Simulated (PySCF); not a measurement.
System (SMILES): ClCCl.
Geometry (B3LYP-D3(BJ)/def2-TZVP, fixed):
```
C
H 1 1.0832
H 1 1.0832 2 111.91
Cl 1 1.7804 2 108.02 3 118.77
Cl 1 1.7804 2 108.02 3 -118.77
```

Basis-set convergence of the lowest singlet excitation energy at CAM-B3LYP with PySCF. Tamm-Dancoff approximation; the state is taken by its order, and sets in which it differs in degeneracy or brightness are left out, yet its character can still change. All functions are spherical. Density fitting with generated auxiliary sets. In sets without p functions on hydrogen, species with hydrogen take exact integrals. No added dispersion term, no relativity. Reference: the value in aug-pcseg-2, 6.807 eV, itself unsure by roughly 0.026 eV (its distance from aug-cc-pV(T+d)Z). Deviations are taken from unrounded values. Cost is core time over that of 6-31G**, rough, on shared machines of one kind; a dash marks a row that isn't timed (too short, read off another run, short of memory, by another algorithm or on other hardware).

| basis | functions | lowest singlet excitation energy (eV) | minus reference (eV) | cost |
|---|---|---|---|---|
| 6-31G | 39 | 7.213 | 0.406 | - |
| def2-SV(P) | 54 | 7.452 | 0.645 | - |
| 6-31G** | 60 | 7.127 | 0.320 | 1× |
| pcseg-1 | 60 | 7.077 | 0.270 | 1× |
| 6-31+G* | 66 | 6.933 | 0.126 | - |
| cc-pV(D+d)Z | 70 | 7.075 | 0.268 | 2× |
| 6-311G** | 82 | 7.088 | 0.281 | 2× |
| 6-311+G** | 94 | 6.946 | 0.139 | 3× |
| aug-pcseg-1 | 95 | 6.891 | 0.084 | 3× |
| 6-311++G(2d,2p) | 117 | 6.805 | -0.002 | 4× |
| def2-TZVP | 117 | 7.036 | 0.229 | 4× |
| cc-pV(T+d)Z | 136 | 6.958 | 0.151 | 6× |
| def2-TZVPP | 143 | 7.022 | 0.215 | 7× |
| def2-TZVPD | 147 | 6.793 | -0.014 | 9× |
| jun-cc-pV(T+d)Z | 163 | 6.787 | -0.020 | 10× |
| cc-pV(Q+d)Z | 243 | 6.876 | 0.069 | 20× |
| def2-QZVPP | 257 | 6.845 | 0.038 | 30× |
| def2-QZVPPD | 287 | 6.780 | -0.027 | 40× |
